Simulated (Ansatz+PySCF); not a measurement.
Results of a calculation; reference values are marked as such.
Several solutions for singlet C2H4O2

```xyz
8

C     0.0000   -0.9285   -0.0654
O     0.0000   -0.9156    1.1316
O     0.0000    0.1455   -0.8496
C     0.0000    1.3995   -0.1837
H     0.0000   -1.8418   -0.6966
H     0.0000    2.1653   -0.9678
H    -0.8920    1.5055    0.4514
H     0.8920    1.5055    0.4514
```

Basis set: def2-SVP (spherical functions). Charge 0, multiplicity 1.

CASSCF(2,2) was run from several starts with Ansatz (development build ahead of 0.2.0) and PySCF 2.14.0. The starts are those of the Hartree–Fock orbitals from which the active space was taken at the frontier.

| run | program | start | converged | energy (hartree) | <S²> |
| --- | --- | --- | --- | --- | --- |
| A | PySCF | program defaults | yes | -227.61911 | 0.00 |
| B | Ansatz | atomic start, no search | yes | -227.64220 | 0.00 |
| C | Ansatz | stability test followed | yes | -227.64220 | 0.00 |
| D | Ansatz | search for the lowest state | yes | -227.64220 | 0.00 |

Task: Which runs reached the lowest solution of this kind, and what is wrong with the others?

Result: B, C, D reached the lowest solution found. Converged but too high: A by 0.63 eV. Convergence only shows a stationary point; in CASSCF the end hangs on which orbitals enter the active space. Caution: other starts end on other solutions of this active space.
